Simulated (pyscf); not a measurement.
# Hydrogen abstraction: HO–Ta(Cl)(Cl)(Cl)–Cl (SMILES [OH][Ta]([Cl])([Cl])([Cl])[Cl]) + H• (SMILES [H]) → [O–Ta(Cl)(Cl)(Cl)–Cl]• (SMILES [O][Ta]([Cl])([Cl])([Cl])[Cl]) + H₂ (SMILES [H][H])

Gas phase, doublet surface, charge 0. Bonds broken: O1–H7. Bonds formed: H7–H8. Single points on ωB97X-D3(BJ)/def2-SVP structures (PySCF, gas phase).

Transition state (Å):

```xyz
8

O     -1.6564    -0.3283     0.9211
Ta     0.0339     0.0557     0.1689
Cl     1.0699     2.0435     0.6030
Cl    -1.3453     1.0112    -1.4429
Cl     0.9793    -1.3719    -1.3415
Cl     1.0474    -0.9940     1.9668
H     -1.8086    -0.9982     2.0946
H     -1.6693    -1.4203     2.8143
```

One imaginary mode, 1217i cm⁻¹; descent along it reached the two sides named.

```
bond   change  reactant side (Å)  saddle  product side
-----  ------  -----------------  ------  ------------
O1–H7  breaks              0.966   1.360           2.6
H7–H8   forms              2.437   0.846         0.760
```

Electronic energies relative to the separated reactants (kJ/mol):

```json
[
 {"level": "ωB97X-D3(BJ)/def2-TZVP", "barrier": "73.4", "reaction energy": "+28.2", "reverse barrier": "45.2"},
 {"level": "PBE/def2-TZVP", "barrier": "29.6", "reaction energy": "+1.9", "reverse barrier": "27.7"},
 {"level": "r²SCAN/def2-TZVP", "barrier": "35.2", "reaction energy": "+0.2", "reverse barrier": "34.9"},
 {"level": "B3LYP-D3(BJ)/def2-TZVP", "barrier": "38.6", "reaction energy": "+1.5", "reverse barrier": "37.0"},
 {"level": "PBE0-D3(BJ)/def2-TZVP", "barrier": "60.2", "reaction energy": "+24.9", "reverse barrier": "35.3"},
 {"level": "M06-2X/def2-TZVP", "barrier": "83.5", "reaction energy": "+36.8", "reverse barrier": "46.7"},
 {"level": "ωB97M-D3(BJ)/def2-TZVP", "barrier": "76.3", "reaction energy": "+30.3", "reverse barrier": "46.0"},
 {"level": "HF/def2-TZVP", "barrier": "128.3", "reaction energy": "+17.1", "reverse barrier": "111.2"}
]
```

With ωB97M-D3(BJ)/def2-TZVP energies and thermal terms (ideal gas, 1 atm, RRHO with modes under 100 cm⁻¹ raised to 100, one conformer, R ln 2 for chiral ones without a mode under 150 cm⁻¹), in kJ/mol:

```
T (K)   ΔH‡    ΔG‡     ΔH     ΔG
-----  ----  -----  -----  -----
298    67.2   94.2  +28.1  +21.1
600    65.0  122.4  +26.6  +14.6
900    63.9  151.4  +24.5   +9.0
1200   63.3  180.6  +22.1   +4.2
```

One saddle was located; it need not be the lowest between these sides. The angle at the transferred H is 164°. Open-shell species with a d-block atom are single-reference here; other states, and whether the spin sits on metal or ligand, were not checked. Elements past Kr carry the def2 core potentials, without spin-orbit coupling.
